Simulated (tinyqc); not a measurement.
A ladder of methods, and size consistency: correlation methods against full CI in the sto-6g basis, for HF, spin multiplicity 1. Computed by the program tinyqc with PySCF. 

Geometry (angstrom):
```
atom       x       y       z
F     0.0000  0.0000  0.0000
H     0.0000  0.0000  1.0230
```

RHF energy of one = -99.496466 hartree

All electrons correlated; +Q is the Davidson correction (1 - c0^2) E_corr. The last columns treat two copies 100 angstrom apart as one system. FCI is the lowest singlet.

Correlation energies (hartree):
```
method   E_corr of one  share of FCI (%)  E_corr of two at 100 angstrom  two minus twice one (mhartree)
MP2           -0.02245            64.069                       -0.04490                           0.000
CISD          -0.03504           100.000                       -0.06844                           1.642
CISD+Q        -0.03590           102.460                       -0.07157                           0.236
CCSD          -0.03504           100.000                       -0.07008                           0.000
CCSD(T)       -0.03504           100.000                       -0.07008                           0.000
FCI           -0.03504           100.000                              -                               -
```

MP2 recovers 64 %, CISD 100.0 % and CCSD 100.0 % of the FCI value (c0^2 = 0.975 in CISD). MP2 and coupled cluster are size consistent, so their last column vanishes; CISD loses 1.64 mhartree, since a double excitation on each copy is a quadruple of the pair, and the Davidson correction leaves +0.24. With two electrons, or one virtual orbital, CISD and CCSD are exact for one copy, so +Q overshoots there.
